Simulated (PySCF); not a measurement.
Indirect couplings

Bonds (- single, = double, # triple, : aromatic): C1-O2 1.430 Å, O2-C3 1.352 Å, C3-C4 1.503 Å, C4#O5 1.116 Å. C1 carries H6, H7, H8; C3 carries H9, H10. Formal charges: O5 +1.

Total charge +1.

Couplings: B3LYP/pcJ-1 (without the spin–dipole term) in PySCF 2.14.0 with density-fitted response routines, geometry PBE0-D3(BJ)/def2-SVP; gas phase, one conformer, non-relativistic. Couplings are averaged over pairs made equivalent by symmetry, fast rotation or ring inversion, so a value needn't be that of the named pair in this geometry, while other rotamers aren't included; one pair stands for each set, and the list holds those of at least 0.8 Hz over up to four bonds, among pairs with at least one C or H atom (others weren't computed).

Isotopes: 13C, 1H, 17O. Couplings to quadrupolar nuclei such as 17O and 33S are rarely resolved in practice.

```json
{"pair": "C1, O2", "bonds": "1", "J (Hz)": "?"}
{"pair": "C1, H6", "bonds": "1", "J (Hz)": "157.4"}
{"pair": "O2, C3", "bonds": "1", "J (Hz)": "34.2"}
{"pair": "C3, C4", "bonds": "1", "J (Hz)": "23.1"}
{"pair": "C3, H9", "bonds": "1", "J (Hz)": "?"}
{"pair": "C4, O5", "bonds": "1", "J (Hz)": "22.2"}
{"pair": "C1, C3", "bonds": "2", "J (Hz)": "-3.6"}
{"pair": "O2, C4", "bonds": "2", "J (Hz)": "-3.6"}
{"pair": "O2, H6", "bonds": "2", "J (Hz)": "-6.9"}
{"pair": "O2, H9", "bonds": "2", "J (Hz)": "-8.2"}
{"pair": "C3, O5", "bonds": "2", "J (Hz)": "?"}
{"pair": "H6, H7", "bonds": "2", "J (Hz)": "?"}
{"pair": "H9, H10", "bonds": "2", "J (Hz)": "?"}
{"pair": "C1, C4", "bonds": "3", "J (Hz)": "-1.1"}
{"pair": "C1, H9", "bonds": "3", "J (Hz)": "6.9"}
{"pair": "C3, H6", "bonds": "3", "J (Hz)": "?"}
{"pair": "O5, H9", "bonds": "3", "J (Hz)": "-3.0"}
{"pair": "C4, H6", "bonds": "4", "J (Hz)": "2.2"}
```

Question: Estimate the withheld couplings, with signs.

Answer: 
- 1J(C1,O2) = 24.2 Hz (bond length 1.430 Å)
- 1J(C3,H9) = 179.2 Hz (bond length 1.111 Å, sp3 carbon)
- 2J(C3,O5) = 7.3 Hz (angle at C4 171°)
- 2J(H6,H7) = -12.7 Hz (mean over equivalent pairs that range from -15.2 to -9.1 Hz in this conformer)
- 2J(H9,H10) = -23.9 Hz (angle at C3 108°)
- 3J(C3,H6) = 8.9 Hz (mean over equivalent pairs that range from 2.0 to 19.8 Hz in this conformer)
